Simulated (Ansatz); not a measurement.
Born–Oppenheimer molecular dynamics of AlFH2O (5 atoms, charge 0, multiplicity 1). It starts from a rough guess of a transition structure, not a stationary point.

Method: Ansatz, UKS BHLYP-D4/6-31G.

```
ensemble                      : NVE (velocity Verlet)
time step                     : 0.5 fs
steps asked                   : 150
starting velocities drawn for : 100 K
seed                          : 31449
```

First frame:

```xyz
5
Properties=species:S:1:pos:R:3
Al 0.504 0.472 -0.746
F 0.053 -1.596 -0.711
H 1.026 -1.328 -0.049
O -0.491 1.082 0.416
H -1.092 1.370 1.090
```

Question: How far do the bonds stretch over the last three quarters of this one trajectory? (Pairs bonded in most of those frames.)

Answer: 
```
  bond  mean (Å)  spread (Å)  shortest  longest
Al1–O4     1.725       0.033      1.67     1.76
 F2–H3     1.009       0.125      0.81     1.17
 O4–H5     0.949       0.005      0.94     0.96
```

Mean temperature of the second half: 2477 K. The conserved energy stayed within 3.8 meV per atom of its start (net change -2.4 meV per atom), so there is no drift, though single steps change it by up to 20 meV in the whole system, a sign of fast motions only just resolved. The system heated up, since it started high on the potential surface and ran downhill. A run of 0.075 ps of so small a system gives no equilibrium averages. The orbitals stay closed-shell, which can raise the energy where a bond breaks towards radicals; this wasn't checked here. Limits of this set-up: no polarisation functions.

The run took 3.4 min on 1 thread of Arm Neoverse V2 (shared host), peak memory 0.1 GiB.
